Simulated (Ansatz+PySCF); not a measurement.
**doublet NO2: levels of theory in one basis**

```xyz
3

N     0.0000    0.0000    0.3454
O     0.0000    1.1641   -0.1519
O     0.0000   -1.1641   -0.1519
```

Basis set: cc-pVTZ (spherical functions). Correlated methods keep 3 orbitals frozen. Correlation on ROHF uses semicanonical orbitals with singles. Charge 0, multiplicity 2.

Computed with Ansatz (development build ahead of 0.2.0) and PySCF 2.14.0; each method stands on the lowest determinant of its kind that the runs found.

```csv
method,E − E(ROHF) (eV),<S²> of the determinant
ROHF,0.00,0.75
UHF,-0.49,1.20
UHF-MP2,-17.72,1.20
ROHF-CCSD(T),-19.69,–
```

(1) What does ROHF-MP2 give on the same scale?

Results:

(1) -19.35 eV.

The restricted and unrestricted rows may stand on different electronic states: another unrestricted solution lies nearer the restricted one.

Caution for UHF, UHF-MP2: the unrestricted determinant is spin contaminated; the determinant breaks the point group. Caution for ROHF-MP2, ROHF-CCSD(T): large share of triples, a single reference is doubtful. Caution for ROHF-MP2, UHF-MP2: forces differ strongly between restricted and unrestricted references. Caution for UHF-MP2: another reference gives a lower total.
